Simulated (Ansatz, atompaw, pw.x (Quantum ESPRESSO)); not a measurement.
## Ta: one change to the PAW (atompaw) potential, in the atom and in the bcc crystal

Ta, PAW, made with atompaw 4.2.0.5 (LDA (PW92), scalar-relativistic). Core [Kr] 4d10 4f14, reference 5s2 5p6 5d3 6s2 6p0. Waves: 5s (bound): rc 1.50 bohr; 6s (bound): rc 2.25 bohr; 5p (bound): rc 1.70 bohr; 6p (bound, empty): rc 1.80 bohr; 5d (bound): rc 2.25 bohr; 5d channel at 3.95 Ry: rc 2.25 bohr. Local part: bessel scheme, radius 1.90 bohr. Core correction: smooth core density matched at 1.45 bohr. Augmentation charge: besselshape compensation charge, radius 1.70 bohr; PAW radius 2.25 bohr; waves and projectors: custom polynom2 7 10 vanderbiltortho.

Change: wave 5d channel at 3.95 Ry: rc 2.25 bohr becomes 5d channel at 0.66 Ry: rc 2.25 bohr.

Cutoffs, loose and tight: the cutoffs (Ry, on a coarse ladder) from which the occupation-weighted sum of valence levels, in a spherical-Bessel basis at the reference potential, stays within 10 and 1 mRy of its value at 400 Ry. They see the waves, projectors and local potential, not the compensation charge or the core.

Crystal test: bcc Ta in pw.x 7.5, no spin, 14³ k-points, Fermi–Dirac smearing 0.01 Ry, cutoffs set for each file from its atomic test. The reference is all-electron LAPW (Ansatz 0.2.0) with the same functional, mesh and smearing; V0 and B0 come from Birch–Murnaghan fits to the pressures at five volumes. Errors are pseudo minus all-electron; Δ is the rms difference of the E(V) curves that follow from these fits, minima aligned, over ±6 % about the mean V0. Mesh and smearing are coarse, so the numbers serve the comparison and aren't converged zero-temperature values; the lattice is a test structure that the element need not adopt.

All-electron: a0 = 3.255 Å (V0 = 17.24 Å³/atom), B0 = 217.7 GPa.

Task: Does the change bring the crystal closer to the all-electron result?

Result: The mean pressure error goes from -0.59 to -1.03 GPa, so the change moves the solid further from the all-electron pressures.

| quantity | base | changed |
| --- | --- | --- |
| outcome (atom) | generated | generated |
| cutoff, loose (atom) | 21 Ry | 21 Ry |
| cutoff, tight (atom) | 55 Ry | 55 Ry |
| bound ghosts (atom) | none | none |
| cutoffs in pw.x (Ry) | 70/700 | 70/700 |
| a0 (Å) | 3.252 | 3.249 |
| a0 error (%) | -0.09 | -0.15 |
| B0 error (%) | +0.3 | +0.3 |
| Δ (meV/atom) | 2.2 | 3.8 |
| mean pressure error (GPa) | -0.59 | -1.03 |

 The atomic cutoffs weigh occupied waves only.
